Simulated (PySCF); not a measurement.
# SiN2H6 (SMILES NN[SiH3]): a chain of runs, part 2 of 2

PySCF 2.14.0. Earlier steps stand in the parts before.

## Step 4: A single-point energy at NEVPT2(10,10)/6-31G (density fitting) (run 3)

calc.py reads:

```python
# NN[SiH3]
import numpy
from pyscf import gto, scf, mp, mcscf, mrpt
from pyscf import df

system = gto.Mole()
system.atom = [
    ('N', (-0.542017, 0.890020, -1.268591)),
    ('N', (-0.243582, 0.707746, 0.092785)),
    ('Si', (0.407925, -0.758647, 0.774546)),
    ('H', (0.258731, 0.882856, -1.857916)),
    ('H', (-1.287523, 0.318566, -1.594494)),
    ('H', (-0.446258, 1.513297, 0.629221)),
    ('H', (1.722462, -1.111474, 0.171948)),
    ('H', (-0.494431, -1.920860, 0.549556)),
    ('H', (0.573646, -0.532287, 2.232521)),
]
system.basis = '6-31g'
system.max_memory = 1860
system.cart = True
system.verbose = 4
system.charge = 0
system.build()

hf = scf.RHF(system)
hf = hf.density_fit(auxbasis=df.aug_etb(system, beta=2.0))
hf.kernel()

pt = mp.MP2(scf.addons.convert_to_uhf(hf)).run()
noons, natorbs = mcscf.addons.make_natural_orbitals(pt)
print('natural occupations', numpy.round(noons[:40], 4))
cas = mcscf.CASSCF(hf, 10, 10)
cas.fix_spin_(ss=0.0)
cas.natorb = True
cas.kernel(natorbs)
e_pt2 = mrpt.NEVPT(cas).kernel()
etot = cas.e_tot + e_pt2
print(f'total energy: {etot:.8f} hartree')
hf.analyze()
```

Started as:

```
$ OMP_NUM_THREADS=1 python calc.py
```

Output:

```text
PySCF version 2.14.0

[INPUT] num. atoms = 9
[INPUT] num. electrons = 34
[INPUT] charge = 0
[INPUT] spin (= nelec alpha-beta = 2S) = 0
[INPUT] symmetry False subgroup None
[INPUT] Mole.unit = angstrom
[INPUT] Cartesian GTO integrals (6d 10f)
[INPUT] Symbol           X                Y                Z      unit          X                Y                Z       unit  Magmom
[INPUT]  1 N     -0.542017000000   0.890020000000  -1.268591000000 AA   -1.024263684858   1.681894045385  -2.397289554088 Bohr   0.0
[INPUT]  2 N     -0.243582000000   0.707746000000   0.092785000000 AA   -0.460303268874   1.337446105756   0.175338238468 Bohr   0.0
[INPUT]  3 Si     0.407925000000  -0.758647000000   0.774546000000 AA    0.770866529363  -1.433635055223   1.463679810877 Bohr   0.0
[INPUT]  4 H      0.258731000000   0.882856000000  -1.857916000000 AA    0.488930729935   1.668356047429  -3.510952402447 Bohr   0.0
[INPUT]  5 H     -1.287523000000   0.318566000000  -1.594494000000 AA   -2.433065849078   0.602002492598  -3.013156967262 Bohr   0.0
[INPUT]  6 H     -0.446258000000   1.513297000000   0.629221000000 AA   -0.843305400896   2.859716875126   1.189055361825 Bohr   0.0
[INPUT]  7 H      1.722462000000  -1.111474000000   0.171948000000 AA    3.254981439971  -2.100381454575   0.324934627667 Bohr   0.0
[INPUT]  8 H     -0.494431000000  -1.920860000000   0.549556000000 AA   -0.934339177495  -3.629899323632   1.038510330111 Bohr   0.0
[INPUT]  9 H      0.573646000000  -0.532287000000   2.232521000000 AA    1.084033832452  -1.005876649666   4.218853257340 Bohr   0.0

nuclear repulsion = 116.307994125983
number of shells = 29
number of NR pGTOs = 114
number of NR cGTOs = 43
basis = 6-31g
ecp = {}
ETB for Si: l = 0, exps = 0.1556738 * 2^n , n = 0..17
ETB for Si: l = 1, exps = 0.1556738 * 2^n , n = 0..14
ETB for Si: l = 2, exps = 0.1556738 * 2^n , n = 0..11
ETB for N: l = 0, exps = 0.4240626 * 2^n , n = 0..14
ETB for N: l = 1, exps = 0.4240626 * 2^n , n = 0..10
ETB for N: l = 2, exps = 0.4240626 * 2^n , n = 0..5
ETB for H: l = 0, exps = 0.3225556 * 2^n , n = 0..6

******** <class 'pyscf.df.df_jk.DFRHF'> ********
method = DFRHF
initial guess = minao
damping factor = 0
level_shift factor = 0
DIIS = <class 'pyscf.scf.diis.CDIIS'>
[... 32 lines left out ...]
converged SCF energy = -401.165642895806
[... 37 lines left out ...]
sorting_mo_energy = False
[... 47 lines left out ...]
1-step CASSCF converged in  16 macro (264 JK  57 micro) steps
[... 3 lines left out ...]
Natural orbital (expansion on meta-Lowdin AOs) in CAS space
[... 34 lines left out ...]
CASSCF energy = -401.289730978548
[... 1 line left out ...]

******** <class 'pyscf.mrpt.nevpt2.NEVPT'> ********
NEVPT2 (5e+5e, 10o), ncore = 12, nvir = 21
root = 0
Natural occ [1.98307074 1.98076707 1.97879221 1.97622915 1.97071552 0.02938975
 0.02239218 0.02074476 0.01986196 0.01803664]
Natural orbital (expansion on meta-Lowdin AOs) in CAS space
               #1        #2        #3        #4        #5
0  N 1s         -0.00325   0.00000  -0.00160   0.00000  -0.00006
0  N 2s         -0.43133   0.00001  -0.20520   0.00001   0.13065
0  N 3s          0.02733  -0.00000   0.01598  -0.00000  -0.01222
[... 39 lines of this table left out ...]
8  H 2s         -0.00177   0.00000  -0.00851   0.00000   0.00752
               #6        #7        #8        #9        #10
0  N 1s         -0.00065   0.00000   0.00025  -0.00106   0.00000
0  N 2s          0.40529  -0.00002  -0.11049   0.36627  -0.00000
0  N 3s          0.00469   0.00000   0.01315  -0.07162   0.00000
[... 39 lines of this table left out ...]
8  H 2s         -0.00616   0.00000  -0.01747  -0.01249  -0.00000
<CAS-nat-orb|mo-hf>  13     8       -0.69250616
<CAS-nat-orb|mo-hf>  13     13       0.49800221
<CAS-nat-orb|mo-hf>  14     11       0.84051673
<CAS-nat-orb|mo-hf>  14     17       0.53045310
<CAS-nat-orb|mo-hf>  15     9        0.60481504
<CAS-nat-orb|mo-hf>  15     12      -0.42787059
<CAS-nat-orb|mo-hf>  15     16       0.53899046
<CAS-nat-orb|mo-hf>  16     11      -0.53120810
<CAS-nat-orb|mo-hf>  16     17       0.76763336
<CAS-nat-orb|mo-hf>  17     12      -0.68027615
<CAS-nat-orb|mo-hf>  17     13       0.55241293
<CAS-nat-orb|mo-hf>  18     25       0.41008579
<CAS-nat-orb|mo-hf>  18     28       0.60671224
<CAS-nat-orb|mo-hf>  18     31      -0.43541639
<CAS-nat-orb|mo-hf>  19     24       0.61518426
<CAS-nat-orb|mo-hf>  19     32      -0.53727916
<CAS-nat-orb|mo-hf>  20     18       0.46380156
<CAS-nat-orb|mo-hf>  20     29       0.52892090
<CAS-nat-orb|mo-hf>  21     21       0.47082621
<CAS-nat-orb|mo-hf>  22     20      -0.45630832
<CAS-nat-orb|mo-hf>  22     32       0.55739740
<CAS-nat-orb|mo-hf>  22     38      -0.53951792
Using density fitting integrals for NEVPT2
Sr    (-1)',   E = -0.01835421011385
Si    (+1)',   E = -0.00192291315439
Sijrs (0)  ,   E = -0.05863858847317
Sijr  (+1) ,   E = -0.00482804908135
Srsi  (-1) ,   E = -0.01498132821132
Srs   (-2) ,   E = -0.00938735676506
Sij   (+2) ,   E = -0.00202515694270
Sir   (0)' ,   E = -0.04130295477502
Nevpt2 Energy = -0.151440557516864
total energy: -401.44117154 hartree
**** SCF Summaries ****
Total Energy =                        -401.165642895805775
Nuclear Repulsion Energy =             116.307994125982702
One-electron Energy =                 -783.851026582549025
Two-electron Energy =                  266.377389560760548
Two-electron Coulomb Energy =          302.102268928350497
DFT Exchange-Correlation Energy =      -35.724879367589949
HOMO-LUMO gap [eV] =                    14.260005925512681
**** MO energy ****
MO #1   energy= -68.7980421466716  occ= 2
MO #2   energy= -15.5655594449716  occ= 2
MO #3   energy= -15.5543522238988  occ= 2
MO #4   energy= -6.16239315334099  occ= 2
MO #5   energy= -4.26777761083785  occ= 2
MO #6   energy= -4.26747324644007  occ= 2
MO #7   energy= -4.26708221671191  occ= 2
MO #8   energy= -1.25706203148473  occ= 2
MO #9   energy= -1.0095491565522   occ= 2
MO #10  energy= -0.749519995875054 occ= 2
MO #11  energy= -0.683918272170007 occ= 2
MO #12  energy= -0.646060398661883 occ= 2
MO #13  energy= -0.582674607217517 occ= 2
MO #14  energy= -0.493862598527985 occ= 2
MO #15  energy= -0.482617261672369 occ= 2
MO #16  energy= -0.384948293165157 occ= 2
MO #17  energy= -0.375229589498075 occ= 2
MO #18  energy= 0.148815966837489  occ= 0
MO #19  energy= 0.193689805679232  occ= 0
MO #20  energy= 0.212855355597306  occ= 0
MO #21  energy= 0.252744506280632  occ= 0
MO #22  energy= 0.276756039172364  occ= 0
MO #23  energy= 0.294009801877146  occ= 0
MO #24  energy= 0.328743606828404  occ= 0
MO #25  energy= 0.342888687873663  occ= 0
MO #26  energy= 0.387563803005024  occ= 0
MO #27  energy= 0.389823281607484  occ= 0
MO #28  energy= 0.490042532444408  occ= 0
MO #29  energy= 0.564540484706128  occ= 0
MO #30  energy= 0.987507050329465  occ= 0
MO #31  energy= 0.993259951807513  occ= 0
MO #32  energy= 1.003456444106     occ= 0
MO #33  energy= 1.07192164379299   occ= 0
MO #34  energy= 1.16512438087353   occ= 0
MO #35  energy= 1.2021089136075    occ= 0
MO #36  energy= 1.21995908088577   occ= 0
MO #37  energy= 1.22922726773592   occ= 0
MO #38  energy= 1.26311845766765   occ= 0
MO #39  energy= 1.26874206813561   occ= 0
MO #40  energy= 1.29368104299871   occ= 0
MO #41  energy= 1.35728944459786   occ= 0
MO #42  energy= 1.48676574010603   occ= 0
MO #43  energy= 1.65776452276515   occ= 0
 ** Mulliken pop on meta-lowdin orthogonal AOs  **
 ** Mulliken pop  **
pop of  0  N 1s           1.99998
pop of  0  N 2s           1.29075
pop of  0  N 3s           0.00222
pop of  0  N 2px          1.28466
pop of  0  N 2py          1.78480
pop of  0  N 2pz          1.02060
pop of  0  N 3px          0.00503
pop of  0  N 3py          0.02198
pop of  0  N 3pz          0.00284
pop of  1  N 1s           1.99998
pop of  1  N 2s           1.27915
pop of  1  N 3s           0.00283
pop of  1  N 2px          1.78290
pop of  1  N 2py          1.36751
pop of  1  N 2pz          1.08239
pop of  1  N 3px          0.02581
pop of  1  N 3py          0.00574
pop of  1  N 3pz          0.00273
pop of  2 Si 1s           2.00000
pop of  2 Si 2s           1.99993
pop of  2 Si 3s           1.01470
pop of  2 Si 4s           0.00807
pop of  2 Si 2px          2.00000
pop of  2 Si 2py          1.99999
pop of  2 Si 2pz          1.99999
pop of  2 Si 3px          0.81290
pop of  2 Si 3py          0.68036
pop of  2 Si 3pz          0.79082
pop of  2 Si 4px          0.01778
pop of  2 Si 4py          0.01635
pop of  2 Si 4pz          0.01717
pop of  3  H 1s           0.76969
pop of  3  H 2s           0.01526
pop of  4  H 1s           0.76969
pop of  4  H 2s           0.01526
pop of  5  H 1s           0.74859
pop of  5  H 2s           0.01499
pop of  6  H 1s           1.12040
pop of  6  H 2s           0.00262
pop of  7  H 1s           1.12039
pop of  7  H 2s           0.00262
pop of  8  H 1s           1.09901
pop of  8  H 2s           0.00149
 ** Mulliken atomic charges  **
charge of    0N =     -0.41286
charge of    1N =     -0.54904
charge of    2Si =      0.64193
charge of    3H =      0.21504
charge of    4H =      0.21505
charge of    5H =      0.23642
charge of    6H =     -0.12302
charge of    7H =     -0.12302
charge of    8H =     -0.10050
Dipole moment(X, Y, Z, Debye):  0.22799, -0.71089, -0.18422
```

Run time: 91 s. Hardware: 1 thread of Intel Xeon at 2.50GHz (Skylake/Cascade Lake), shared host; peak memory 0.17 GiB.

## Step 5: Quasiparticle levels at G0W0/ADZP (sfX2C, density fitting with cc-pvtz-jkfit) (run 4)

calc.py reads:

```python
from pyscf import gto, scf, gw

system = gto.Mole()
system.atom = [
    ('N', (-0.542017, 0.890020, -1.268591)),
    ('N', (-0.243582, 0.707746, 0.092785)),
    ('Si', (0.407925, -0.758647, 0.774546)),
    ('H', (0.258731, 0.882856, -1.857916)),
    ('H', (-1.287523, 0.318566, -1.594494)),
    ('H', (-0.446258, 1.513297, 0.629221)),
    ('H', (1.722462, -1.111474, 0.171948)),
    ('H', (-0.494431, -1.920860, 0.549556)),
    ('H', (0.573646, -0.532287, 2.232521)),
]
system.verbose = 4
system.max_memory = 1860
system.basis = 'adzp'
system.build()

myscf = scf.RHF(system)
myscf = myscf.x2c()
myscf = myscf.density_fit(auxbasis='cc-pvtz-jkfit')
myscf.kernel()

energy = myscf.e_tot
print('E(%s) = %.9f' % ('G0W0', energy))

nocc = system.nelec[0]
orbs = list(range(max(0, nocc - 2), min(system.nao, nocc + 2)))
mygw = gw.GW(myscf, freq_int='ac')
mygw.orbs = orbs
mygw.kernel()
print('orbital   mean field (eV)   quasiparticle (eV)')
for p in orbs:
    print('%4d %12.4f %12.4f' % (p + 1, myscf.mo_energy[p] * 27.211386, mygw.mo_energy[p] * 27.211386))
```

Started as:

```
$ OMP_NUM_THREADS=1 python calc.py
```

Output:

```text
PySCF version 2.14.0

[INPUT] num. atoms = 9
[INPUT] num. electrons = 34
[INPUT] charge = 0
[INPUT] spin (= nelec alpha-beta = 2S) = 0
[INPUT] symmetry False subgroup None
[INPUT] Mole.unit = angstrom
[INPUT] Symbol           X                Y                Z      unit          X                Y                Z       unit  Magmom
[INPUT]  1 N     -0.542017000000   0.890020000000  -1.268591000000 AA   -1.024263684858   1.681894045385  -2.397289554088 Bohr   0.0
[INPUT]  2 N     -0.243582000000   0.707746000000   0.092785000000 AA   -0.460303268874   1.337446105756   0.175338238468 Bohr   0.0
[INPUT]  3 Si     0.407925000000  -0.758647000000   0.774546000000 AA    0.770866529363  -1.433635055223   1.463679810877 Bohr   0.0
[INPUT]  4 H      0.258731000000   0.882856000000  -1.857916000000 AA    0.488930729935   1.668356047429  -3.510952402447 Bohr   0.0
[INPUT]  5 H     -1.287523000000   0.318566000000  -1.594494000000 AA   -2.433065849078   0.602002492598  -3.013156967262 Bohr   0.0
[INPUT]  6 H     -0.446258000000   1.513297000000   0.629221000000 AA   -0.843305400896   2.859716875126   1.189055361825 Bohr   0.0
[INPUT]  7 H      1.722462000000  -1.111474000000   0.171948000000 AA    3.254981439971  -2.100381454575   0.324934627667 Bohr   0.0
[INPUT]  8 H     -0.494431000000  -1.920860000000   0.549556000000 AA   -0.934339177495  -3.629899323632   1.038510330111 Bohr   0.0
[INPUT]  9 H      0.573646000000  -0.532287000000   2.232521000000 AA    1.084033832452  -1.005876649666   4.218853257340 Bohr   0.0

nuclear repulsion = 116.307994125983
number of shells = 65
number of NR pGTOs = 195
number of NR cGTOs = 135
basis = adzp
ecp = {}

******** <class 'pyscf.df.df_jk.DFsfX2C1eRHF'> ********
method = DFsfX2C1eRHF
initial guess = minao
damping factor = 0
level_shift factor = 0
DIIS = <class 'pyscf.scf.diis.CDIIS'>
diis_start_cycle = 1
diis_space = 8
diis_damp = 0
SCF conv_tol = 1e-09
SCF conv_tol_grad = None
SCF max_cycles = 50
direct_scf = False

******** <class 'pyscf.x2c.sfx2c1e.SpinFreeX2CHelper'> ********
approx = 1e
xuncontract = 1
Set gradient conv threshold to 3.16228e-05
Initial guess from minao.
******** <class 'pyscf.df.df.DF'> ********
auxbasis = cc-pvtz-jkfit
init E= -402.033869082825
  HOMO = -0.240665479710383  LUMO = 0.0262335540460546  gap/eV = 7.26269
cycle= 1 E= -401.908287335131  delta_E= 0.126  |g|= 0.293  |ddm|= 3.38
  HOMO = -0.389518240441717  LUMO = 0.0359753795562588  gap/eV = 11.57827
cycle= 2 E= -401.938201559334  delta_E= -0.0299  |g|= 0.0684  |ddm|= 0.662
  HOMO = -0.382185973543135  LUMO = 0.0375194826400478  gap/eV = 11.42077
cycle= 3 E= -401.940210514668  delta_E= -0.00201  |g|= 0.0204  |ddm|= 0.232
  HOMO = -0.381981256884857  LUMO = 0.0374233719950803  gap/eV = 11.41258
cycle= 4 E= -401.940361086647  delta_E= -0.000151  |g|= 0.00565  |ddm|= 0.0621
  HOMO = -0.38276438324823  LUMO = 0.037492220288135  gap/eV = 11.43576
cycle= 5 E= -401.940373779186  delta_E= -1.27e-05  |g|= 0.00186  |ddm|= 0.0146
  HOMO = -0.382503826703963  LUMO = 0.0374984149074615  gap/eV = 11.42884
cycle= 6 E= -401.940375574733  delta_E= -1.8e-06  |g|= 0.000575  |ddm|= 0.00439
  HOMO = -0.382542767783457  LUMO = 0.0374985617899251  gap/eV = 11.42991
cycle= 7 E= -401.940375876429  delta_E= -3.02e-07  |g|= 0.000158  |ddm|= 0.00194
  HOMO = -0.382498518192859  LUMO = 0.0375009882832495  gap/eV = 11.42877
cycle= 8 E= -401.940375896701  delta_E= -2.03e-08  |g|= 6.64e-05  |ddm|= 0.000534
  HOMO = -0.382511169433966  LUMO = 0.0375007540654611  gap/eV = 11.42911
cycle= 9 E= -401.940375898525  delta_E= -1.82e-09  |g|= 1.2e-05  |ddm|= 0.000152
  HOMO = -0.382509903447854  LUMO = 0.0375007536380439  gap/eV = 11.42907
cycle= 10 E= -401.940375898638  delta_E= -1.13e-10  |g|= 2.09e-06  |ddm|= 6.77e-05
  HOMO = -0.382510079151939  LUMO = 0.0375007498248941  gap/eV = 11.42908
Extra cycle  E= -401.940375898641  delta_E= -3.3e-12  |g|= 8.79e-07  |ddm|= 7.99e-06
converged SCF energy = -401.940375898641
E(G0W0) = -401.940375899

******** <class 'pyscf.gw.gw_ac.GWAC'> ********
method = GWAC
GW nocc = 17, nvir = 118
frozen orbitals = None
off-diagonal self-energy = False
GW density matrix = False
density-fitting for exchange = False
outcore for self-energy= False
broadening parameter = 5.000e-03
number of grids = 100
analytic continuation method = pade
imaginary frequency cutoff = 5.0
Pade points = 18
Pade step ratio = 0.667
use perturbative linearized QP eqn = False
QPE max iter = 100
QPE tolerance = 1.0e-06

Starting get_sigma_diag main loop with 100 frequency points.
   0    1    2    3    4    5    6    7    8    9   10   11
  12   13   14   15   16   17   18   19   20   21   22   23
  24   25   26   27   28   29   30   31   32   33   34   35
  36   37   38   39   40   41   42   43   44   45   46   47
  48   49   50   51   52   53   54   55   56   57   58   59
  60   61   62   63   64   65   66   67   68   69   70   71
  72   73   74   75   76   77   78   79   80   81   82   83
  84   85   86   87   88   89   90   91   92   93   94   95
  96   97   98   99
Finished get_sigma_diag main loop.

WARN: GW QP energies may not be sorted from min to max

orbital   mean field (eV)   quasiparticle (eV)
  16     -10.8029      -9.7914
  17     -10.4086      -9.5283
  18       1.0204       0.8485
  19       1.2584       1.1342
```

It took 11 s on 1 thread of Intel Xeon at 2.50GHz (Skylake/Cascade Lake), shared host; peak memory 0.24 GiB.

## Step 6: Summary of results

What follows sums up all 2 parts.

| quantity | value |
| --- | --- |
| run 1, HF/6-311G: total energy at the end | -401.84068 Eh |
| run 1, HF/6-311G: dipole moment | 0.72 D |
| run 1, HF/6-311G: HOMO energy | -10.28 eV |
| run 1, HF/6-311G: LUMO energy | 3.49 eV |
| run 1, HF/6-311G: HOMO–LUMO gap | 13.77 eV |
| run 2, HF/6-311G: lowest harmonic wavenumber | 131 cm⁻¹ |
| run 2, HF/6-311G: highest harmonic wavenumber | 3866 cm⁻¹ |
| run 2, HF/6-311G: zero-point energy | 190.4 kJ/mol |
| run 2, HF/6-311G: ideal-gas entropy at 298.15 K (symmetry number 1 as used) | 69.3 cal/(mol K) |
| run 3, NEVPT2(10,10)/6-31G: total energy | -401.44117 Eh |
| run 3, NEVPT2(10,10)/6-31G: dipole moment (Hartree–Fock density) | 0.77 D |
| run 3, NEVPT2(10,10)/6-31G: HOMO energy (Hartree–Fock orbitals) | -10.21 eV |
| run 3, NEVPT2(10,10)/6-31G: LUMO energy (Hartree–Fock orbitals) | 4.05 eV |
| run 3, NEVPT2(10,10)/6-31G: HOMO–LUMO gap (Hartree–Fock orbitals) | 14.26 eV |
| run 4, G0W0/ADZP: ground-state or mean-field energy | -401.94038 Eh |
| run 4, G0W0/ADZP: dipole moment (Hartree–Fock density) | 0.41 D |
| run 4, G0W0/ADZP: HOMO energy (Hartree–Fock orbitals) | -10.41 eV |
| run 4, G0W0/ADZP: LUMO energy (Hartree–Fock orbitals) | 1.02 eV |
| run 4, G0W0/ADZP: HOMO–LUMO gap (Hartree–Fock orbitals) | 11.43 eV |
| run 4, G0W0/ADZP: quasiparticle HOMO | -9.53 eV |
| run 4, G0W0/ADZP: quasiparticle LUMO | 0.85 eV |

The optimisation (run 1, HF/6-311G) took 15 steps and changed the energy by -0.834 eV. All 21 modes (run 2, HF/6-311G) are real, so the shape is a minimum at this level. Mulliken charges (run 2, HF/6-311G) run from -0.97 on N2 to +1.06 on Si3; they depend strongly on the basis. Mulliken charges (run 4, G0W0/ADZP) of the mean-field density run from -0.42 on N2 to +0.52 on Si3; they depend strongly on the basis.
